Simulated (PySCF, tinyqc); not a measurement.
MP2 on RHF in the sto-3g basis, for CH+, spin multiplicity 1, step by step. The lowest restricted solution is unstable here: a spin-polarised one lies 0.0081 hartree lower (PySCF). One step of it, computed by the program tinyqc.

Question. Iteration 1: building the Fock matrix. J_ij = sum D_kl (ij|kl), K_ij = sum D_kl (ik|jl); F = H + J - 0.5 K; E = tr D H + tr D J / 2 - 0.25 tr D K + E_nn.

D at the start, lower triangle:
```
,1C 1s,1C 2s,1C 2px,1C 2py,1C 2pz,2H 1s
1C 1s,1.838784
1C 2s,-0.449660,1.816296
1C 2px,0.000000,0.000000,0.564477
1C 2py,0.000000,0.000000,0.000000,0.564477
1C 2pz,0.006363,-0.023389,0.000000,0.000000,0.537653
2H 1s,-0.017735,0.073911,0.000000,0.000000,0.052191,0.827268
```

core Hamiltonian H = T + V (hartree), lower triangle:
```
,1C 1s,1C 2s,1C 2px,1C 2py,1C 2pz,2H 1s
1C 1s,-18.115347
1C 2s,-4.365971,-5.069890
1C 2px,0.000000,0.000000,-4.001829
1C 2py,0.000000,0.000000,0.000000,-4.001829
1C 2pz,-0.008991,-0.102339,0.000000,0.000000,-4.064131
2H 1s,-0.439638,-1.197476,0.000000,0.000000,-1.133608,-2.580209
```

Two-electron integrals (ij|kl) in chemists' order, unique and non-zero (hartree):
```
i,j,k,l,(ij|kl)
1,1,1,1,3.541948
2,1,1,1,0.576921
2,1,2,1,0.111888
2,2,1,1,0.854682
2,2,2,1,0.205284
2,2,2,2,0.624709
3,1,3,1,0.020296
3,2,3,1,0.030858
3,2,3,2,0.137996
3,3,1,1,0.852436
3,3,2,1,0.205335
3,3,2,2,0.624568
3,3,3,3,0.672833
4,1,4,1,0.020296
4,2,4,1,0.030858
4,2,4,2,0.137996
4,3,4,3,0.036269
4,4,1,1,0.852436
4,4,2,1,0.205335
4,4,2,2,0.624568
4,4,3,3,0.600295
4,4,4,4,0.672833
5,1,5,1,0.020296
5,2,5,1,0.030858
5,2,5,2,0.137996
5,3,5,3,0.036269
5,4,5,4,0.036269
5,5,1,1,0.852436
5,5,2,1,0.205335
5,5,2,2,0.624568
5,5,3,3,0.600295
5,5,4,4,0.600295
5,5,5,5,0.672833
6,1,1,1,0.057630
6,1,2,1,0.011116
6,1,2,2,0.020389
6,1,3,3,0.020329
6,1,4,4,0.020329
6,1,5,1,0.000635
6,1,5,2,0.001203
6,1,5,5,0.020516
6,1,6,1,0.001126
6,2,1,1,0.169496
6,2,2,1,0.041410
6,2,2,2,0.143041
6,2,3,3,0.139395
6,2,4,4,0.139395
6,2,5,1,0.003870
6,2,5,2,0.029349
6,2,5,5,0.150186
6,2,6,1,0.004289
6,2,6,2,0.047509
6,3,3,1,0.003770
6,3,3,2,0.021136
6,3,5,3,0.005393
6,3,6,3,0.005091
6,4,4,1,0.003770
6,4,4,2,0.021136
6,4,5,4,0.005393
6,4,6,4,0.005091
6,5,1,1,0.158727
6,5,2,1,0.039222
6,5,2,2,0.143630
6,5,3,3,0.136727
6,5,4,4,0.136727
6,5,5,1,0.006829
6,5,5,2,0.047520
6,5,5,5,0.157266
6,5,6,1,0.004203
6,5,6,2,0.056415
6,5,6,5,0.070860
6,6,1,1,0.352159
6,6,2,1,0.087388
6,6,2,2,0.345049
6,6,3,3,0.328938
6,6,4,4,0.328938
6,6,5,1,0.008655
6,6,5,2,0.091620
6,6,5,5,0.376786
6,6,6,1,0.009098
6,6,6,2,0.157459
6,6,6,5,0.205118
6,6,6,6,0.774606
```

nuclear repulsion = 2.12236849 hartree

Give: Coulomb J; exchange K; Fock matrix F; total energy of this density.

Answer.

Coulomb J (hartree), lower triangle:
```
,1C 1s,1C 2s,1C 2px,1C 2py,1C 2pz,2H 1s
1C 1s,9.2980
1C 2s,1.7574,3.8834
1C 2px,0.0000,0.0000,3.8649
1C 2py,0.0000,0.0000,0.0000,3.8649
1C 2pz,0.0072,0.0790,0.0000,0.0000,3.9062
2H 1s,0.1755,0.9140,0.0000,0.0000,0.9395,2.4506
```

exchange K (hartree), lower triangle:
```
,1C 1s,1C 2s,1C 2px,1C 2py,1C 2pz,2H 1s
1C 1s,6.2317
1C 2s,1.0557,1.4478
1C 2px,0.0000,0.0000,0.6877
1C 2py,0.0000,0.0000,0.0000,0.6877
1C 2pz,0.0051,0.0527,0.0000,0.0000,0.7447
2H 1s,0.1166,0.4635,0.0000,0.0000,0.3421,0.8109
```

Fock matrix F (hartree), lower triangle:
```
,1C 1s,1C 2s,1C 2px,1C 2py,1C 2pz,2H 1s
1C 1s,-11.9332
1C 2s,-3.1364,-1.9104
1C 2px,0.0000,0.0000,-0.4808
1C 2py,0.0000,0.0000,0.0000,-0.4808
1C 2pz,-0.0043,-0.0497,0.0000,0.0000,-0.5303
2H 1s,-0.3224,-0.5152,0.0000,0.0000,-0.3652,-0.5351
```

total energy of this density = -33.711516 hartree

This density is the starting one; it is not idempotent, so its energy is not variational and may lie below the converged one.
